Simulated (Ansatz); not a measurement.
# C4H6O: the cost of one run

Method: the settings change from run to run; program: Ansatz 0.2.0, Gaussian basis.

### Step 1. The geometry

An earlier PBE0-D4 in a triple-zeta def2 set relaxation fixed the geometry.

SMILES `C=C/C=C/O`, 11 atoms, charge 0, spin multiplicity 1.

Atoms are counted from 1 here; the program's logs count them from 0.

Bond lengths: C1–C2 1.334 Å, C1–H6 1.085 Å, C1–H7 1.083 Å, C2–C3 1.442 Å, C2–H8 1.089 Å, C3–C4 1.334 Å, C3–H9 1.086 Å, C4–O5 1.353 Å, C4–H10 1.088 Å, O5–H11 0.959 Å. Angles: C2–C1–H6 121.4°, C2–C1–H7 121.4°, H6–C1–H7 117.2°, C1–C2–C3 125.0°, C1–C2–H8 118.7°, C3–C2–H8 116.2°, C2–C3–C4 122.3°, C2–C3–H9 118.8°, C4–C3–H9 118.9°, C3–C4–O5 122.2°, C3–C4–H10 121.3°, O5–C4–H10 116.5°, C4–O5–H11 109.7°.

### Step 2. B97M-V/ANO-RCC-VTZP

Options: the search for lower states set to full.

File in.yaml:

```yaml
crystal:
  periodic: [false, false, false]
  atoms:
    - {symbol: C, position_ang: [-1.016844, 1.510673, 1.223760]}
    - {symbol: C, position_ang: [-0.641316, 0.327460, 0.735451]}
    - {symbol: C, position_ang: [0.313610, 0.136290, -0.328055]}
    - {symbol: C, position_ang: [0.650161, -1.074530, -0.774908]}
    - {symbol: O, position_ang: [1.546499, -1.251386, -1.772855]}
    - {symbol: H, position_ang: [-0.609661, 2.437870, 0.834156]}
    - {symbol: H, position_ang: [-1.740525, 1.586596, 2.025368]}
    - {symbol: H, position_ang: [-1.077514, -0.576008, 1.158682]}
    - {symbol: H, position_ang: [0.774615, 1.009626, -0.780603]}
    - {symbol: H, position_ang: [0.213008, -1.975942, -0.350385]}
    - {symbol: H, position_ang: [1.653369, -2.187749, -1.949812]}
basis:
  gaussian: {orbitals: ANO-RCC-VTZP}
hamiltonian: {xc: {name: B97M-V}}
scf: {lower_state_search: full}
output: {forces: true}
```

Launch:

```sh
$ ansatz run in.yaml --threads 4 --pin off --events-out ev --progress --plain --max-ram 10444MiB
```

**Question.** How long does this run take on 4 threads of Arm Neoverse V1, shared host, and how much memory does it need?

About 16 s, with a peak of 0.47 GiB.
